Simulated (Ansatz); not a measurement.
System (SMILES): [C-]#[NH+] (C-NH).
Atoms: C1, N2, H3. Bonds: C1-N2, N2-H3.

How fast the optimised N2-H3 bond length converges with the basis for several methods (Ansatz, a program for electronic structure): deviation from each method's own reference, in Å. References: CCSD(T) 0.9962 Å, the value in def2-QZVPP; HF 0.9814 Å, the value in aug-pcseg-3; MP2 0.9964 Å, the value in aug-cc-pVQZ; PBE 1.0052 Å, the value in aug-pcseg-3; PBE0 0.9961 Å, the value in aug-pcseg-3. Cartesian d functions, on some or all atoms, in 6-31G*; all else is spherical. In correlated methods cores are frozen. No added dispersion term, no relativity. The reference of a correlated method is not its basis-set limit, which lies further on.

```
basis        functions  CCSD(T)      HF      MP2      PBE     PBE0
-----------  ---------  -------  ------  -------  -------  -------
6-31G*              32   0.0082  0.0038   0.0060   0.0037   0.0033
cc-pVDZ             33   0.0112  0.0081   0.0097   0.0075   0.0072
def2-SVP            33   0.0089  0.0089   0.0077   0.0073   0.0075
6-311G**            42   0.0042  0.0030   0.0030   0.0019   0.0021
6-311+G**           50   0.0054  0.0038   0.0043   0.0026   0.0028
def2-TZVP           68   0.0034  0.0013   0.0028   0.0010   0.0010
pcseg-2             74   0.0001  0.0004  -0.0003   0.0003   0.0003
def2-TZVPP          76   0.0007  0.0007   0.0002   0.0003   0.0003
def2-TZVPPD         91   0.0012  0.0007   0.0007   0.0004   0.0005
aug-cc-pVTZ        115   0.0017  0.0008   0.0012   0.0004   0.0005
cc-pVQZ            140  -0.0001  0.0002  -0.0005  -0.0002  -0.0001
def2-QZVPP         144   0.0000  0.0003  -0.0005  -0.0001   0.0000
```

Mean absolute deviation over 6-311G**, 6-311+G**, def2-TZVP, pcseg-2, def2-TZVPP, def2-TZVPPD, aug-cc-pVTZ: PBE 0.0010, PBE0 0.0011, HF 0.0015, MP2 0.0018, CCSD(T) 0.0024 Å.
